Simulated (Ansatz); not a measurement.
System: diamond-structure Ge. Method: Hartree–Fock (PAW; Ansatz, a program for electronic structure).

Run with plane-wave cutoff 460 eV, 8×8×8 k mesh, Fermi–Dirac smearing 0.01 eV, scalar-relativistic PAW data made under PBE.

Computed at the level's own relaxed cell.

**Question.** What does this level give for the equilibrium lattice constant a, bulk modulus, smallest direct gap on the k points sampled and pressure derivative B′ of the bulk modulus?

**Answer.** 
* **equilibrium lattice constant a**: 5.735 Å
* **bulk modulus**: 83.4 GPa
* **smallest direct gap on the k points sampled**: 6.13 eV
* **pressure derivative B′ of the bulk modulus**: 4.3

Measured, for comparison: lattice constant a 5.644 Å (static lattice: zero-point anharmonic expansion removed; as tabulated in Mejia-Rodriguez and Trickey (2018), arXiv:1807.09216); bulk modulus 77.3 GPa (low-temperature value with the zero-point effect removed, our sources range from 77.3 to 79.4; as tabulated in Tanner et al. (2021), arXiv:2110.11888). Computed (rounded) less measured: lattice constant a +1.6 %, bulk modulus +8 % (+5 % to +8 % over the range).

Spin–orbit coupling is not included.

Computed values are for the static lattice.

The result took very roughly 9 core-minutes.
